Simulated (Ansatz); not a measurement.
Results of LC-ωPBE (Ansatz, a first-principles code, plane waves, PAW) for rock-salt MgS.

Settings: plane-wave cutoff 460 eV, 8×8×8 k mesh, Fermi–Dirac smearing 0.01 eV, scalar-relativistic PAW data made under PBE.

Properties against volume:

```tsv
V (Å³/atom)	P (GPa)	direct gap at Γ (eV)	smallest gap on the k mesh (eV)
16.339	5.10	10.706	9.062
16.769	2.47	10.446	8.989
17.199	0.15	10.198	8.916
17.480	-1.21	10.043	8.868
18.059	-3.71	9.737	8.771
```

The fundamental gap (8.91 eV at the equilibrium volume, on the SCF mesh) lies elsewhere than Γ–Γ.
